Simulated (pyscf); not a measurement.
germylene (GeH₂) [singlet] + water (H₂O) → O=GeH₂ + hydrogen (H₂), a concerted two-bond exchange (singlet surface; H–O, H–O broken, Ge–O, H–H formed). Structures and frequencies: ωB97X-D3(BJ)/def2-SVP in PySCF. Energies in kcal/mol from the separated reactants.

AM1 to PM7: differences of heats of formation from MOPAC, which are fitted to 298 K values and so differ in kind from electronic energies by zero-point and thermal terms. 

Question: Quick AM1 single points give ΔE‡ = 47.9 kcal/mol and ΔE = +7.0 kcal/mol. What does ωB97M-D3(BJ)/def2-TZVP give, and how far is the quick result from it?

Answer: ωB97M-D3(BJ)/def2-TZVP gives ΔE‡ = 73.5 kcal/mol and ΔE = +13.3 kcal/mol. AM1 lies 25.6 kcal/mol under it in the barrier and 6.3 kcal/mol under it in the reaction energy, so on this step it does not hold to within 3.0 kcal/mol. ωB97M-D3(BJ)/def2-TZVP has limits of its own. On the reactant side the descent ends in an adduct with a Ge–O contact, 16.6 kcal/mol under the separated species and 90.3 kcal/mol under the saddle at ωB97X-D3(BJ)/def2-TZVP. What is counted as formed (Ge–O) is already present as a longer contact in the reactant adduct; forming that adduct is a step of its own. The same reactants have a lower exit, to HO–GeH: [singlet] + H₂ (barrier +8.4 kcal/mol at ωB97M-D3(BJ)/def2-TZVP, against +73.5 kcal/mol here). O=GeH₂ lies 30.4 kcal/mol over its isomer HO–GeH: [singlet] (electronic energy, ωB97M-D3(BJ)/def2-TZVP). This is the saddle that the search found; another between the same sides may lie lower. A restricted solution here is unstable towards spin polarisation, so biradical character is likely and single-reference numbers are less safe. In the def2 sets elements up to Kr have no core potential.
